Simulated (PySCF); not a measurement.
## Ionisation energy of B by level of theory

B [He] 2s2 2p1 (2P) → B+ [He] 2s2 (1S), as a difference of total energies. Calculation: PySCF 2.14, in dyall-av3z (15s9p3d2f, 71 functions); no relativity, point nucleus. Correlated levels: valence: 1s2 frozen; virtual orbitals above 40 to 60 times the deepest correlated orbital energy dropped. The calculations carry no spin-orbit coupling.

```
           method  ionisation energy (eV)  error (eV)
              UHF                   8.042      -0.255
    MP2 (valence)                   8.267      -0.030
SCS-MP2 (valence)                   8.232      -0.065
   CCSD (valence)                   8.177      -0.120
CCSD(T) (valence)                   8.215      -0.082
```

Reference: 8.297 eV (measured; NIST levels, between the centres of gravity of the two terms).

Errors of the correlated levels include the incompleteness of this basis and the frozen core.
